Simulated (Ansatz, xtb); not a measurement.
Ligand exchange: HCl + NaNH2 → NH3 + NaCl

Species: HCl, singlet; NaNH2 `[NH2][Na]`, singlet; NH3 (ammonia) `N`, singlet; NaCl, singlet. The partners trade Cl for NH2: H–Cl and Na–NH2 bonds give way to H–NH2 and Na–Cl.

Shapes, held fixed at every level: PBE0-D4/def2-TZVP. Programs: Ansatz 0.2.0, xtb 6.7.1. The zero-point and thermal change to 298 K, harmonic and unscaled (PBE0-D4/def2-TZVP), is +14.9 kJ/mol.

```tsv
level	kind	ΔH(298 K) (kJ/mol)	less CCSD(T)/def2-TZVPP
GFN1-xTB	semi-empirical	-317.8	-111.3
HF/def2-TZVPP	Hartree–Fock	-242.8	-36.3
PBE0-D4/def2-TZVPP	global hybrid	-213.3	-6.8
wB97M-V/def2-TZVPP	range-separated hybrid	-210.6	-4.1
MP2/def2-SVP	perturbation theory	-215.4	-8.9
MP2/def2-TZVPP	perturbation theory	-206.9	-0.4
CCSD/def2-SVP	coupled cluster or CI	-216.6	-10.1
CCSD/def2-TZVPP	coupled cluster or CI	-210.8	-4.3
CCSD(T)/def2-TZVPP	coupled cluster or CI	-206.5	0.0
```

The highest level, CCSD(T)/def2-TZVPP, gives ΔH(298 K) = -206.5 kJ/mol; the levels span -317.8 to -206.5. GFN1-xTB strays far from the other rows. The column of differences is taken from that level and isn't an error. No measured value is set beside it here. Correlated rows may include outer-core shells of Na, which these sets cover unevenly.
